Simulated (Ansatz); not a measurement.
`CCCCC(C)(C)C` + `C=C(F)S` → `C=C(F)SC` + `CCCCC(C)C`  (substitution at a C–C bond)

Program: Ansatz. Geometries: PBE0-D4/def2-TZVP. ΔE: electronic, gas phase. CCSD(T)/CBS is the MP2 limit (def2-TZVPP, def2-QZVPP) plus CCSD(T) − MP2 in def2-TZVPP, frozen cores. DFT in def2-TZVPP. One conformer a species, not always the lowest.

Is it downhill or uphill in electronic energy at CCSD(T)/CBS, and by how much? (Best estimate.)

Ansatz gave: Nearly level: ΔE = +2.8 kJ/mol.

What do these levels give: PBE-D4, r2SCAN0-D4, ωB97X-V, PBE-QIDH, PBE0, r2SCANh, LC-ωPBE, MP2/def2-SVP, CCSD(T)/def2-SVP, CCSD(T)/def2-TZVPP, HF/def2-QZVPP, SCS-MP2/def2-QZVPP? (An estimate is asked.)

Computed: PBE-D4 -4.8, r2SCAN0-D4 -0.5, ωB97X-V 0.2, PBE-QIDH 0.4, PBE0 -6.7, r2SCANh -2.8, LC-ωPBE -3.2, MP2/def2-SVP 13.6, CCSD(T)/def2-SVP 12.8, CCSD(T)/def2-TZVPP 5.9, HF/def2-QZVPP -9.1, SCS-MP2/def2-QZVPP 1.8 kJ/mol.

Largest T1 diagnostic among the species: 0.012.

At CCSD(T), def2-SVP lies +10.0 kJ/mol from the extrapolated value and def2-TZVPP +3.1 kJ/mol. From PBE to PBE0 (25 % exact exchange), in def2-TZVPP and without D4, ΔE moves by +3.0 kJ/mol.
